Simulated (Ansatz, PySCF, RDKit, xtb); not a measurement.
# CHB2: a search for the lowest isomer

Given the formula CHB2 (odd number of electrons) and nothing else, which arrangement of the atoms is the most stable in the gas at 298.15 K, and what are its properties?

The funnel: GFN2-xTB relaxations, single points with a density functional, relaxations at PBE0-D4/def2-TZVP, harmonic vibrations, and a last energy at a higher level. All values are calculated.

6 further runs of the same task are left out: 6 set aside as unsound or not needed.

## 1. Candidates

All bonding patterns within simple valence rules are listed by program: one Lewis structure each, at most two rings and one unusual centre or charged pair. O–O, O–halogen and N–halogen bonds and N–N–N chains are not drawn. That gives 6 candidates.

```csv
label,SMILES,spin
c116,[BH+][B-]#[C],doublet
c446,[B]C=[B],doublet
c534,B1=[C]B1,doublet
c772,[B+]=[B-]=[CH],doublet
c834,[B]1B=C1,doublet
c965,B#C[BH],doublet
```

Candidates are built by distance geometry, with a force field where one applies, in up to four conformers (letters a to d). 16 starts with atoms placed at random are added, to find patterns that the rules miss.

Q: Predict the outcome of this search (final energies at CCSD(T)/def2-TZVPP).

| quantity | value |
| --- | --- |
| lowest structure found | B1=[C]B1, doublet, Cs |
| next finalist | B#C[BH], doublet, 4.4 kcal/mol higher in G |
| share at equilibrium, among the finalists | 99.9 % |
| harmonic wavenumbers, lowest and highest (PBE0-D4/def2-TZVP) | 370 and 2818 cm⁻¹ |
| rotational constants, same geometry | 1.964, 0.7284, 0.5314 cm⁻¹ |
| dipole moment (PBE0/def2-TZVPD) | 1.56 D |
| HOMO energy (highest over α and β) (PBE0/def2-TZVPD) | -8.08 eV |
| LUMO energy (lowest over α and β) (PBE0/def2-TZVPD) | -3.26 eV |
| lowest excitation (TD-B3LYP/def2-SVPD) | 2.77 eV (f = 0.006) |
| strongest of the states computed, same level | 3.44 eV (f = 0.011) |
| vertical ionisation energy (to the singlet cation) | 10.71 eV |
| vertical electron affinity | 1.58 eV |
| vertical quartet less doublet | +3.85 eV |

The search ends on `B1=[C]B1`. The margin of 4.4 kcal/mol over the next finalist is beyond the usual error of the last level; it says nothing of structures that weren't ranked. r2SCAN-D4/def2-SVP, PBE0-D4/def2-TZVP and MP2/def2-TZVPP already put its bonding pattern lowest among the structures in one piece; HF/def2-TZVPP favours the doublet B#C[BH]. A large T1 diagnostic among the finalists warns that one reference determinant may not suffice. It concerns: the finalist B#C[BH] (doublet); the finalist [B]1B=C1 (doublet). One minimum inside the window was never screened. The stability test raises a flag; for an open shell a flag towards a general spinor solution can be the free rotation of the spin. Lowest found is not proven lowest: the search is finite, and each finalist counts with one conformer.
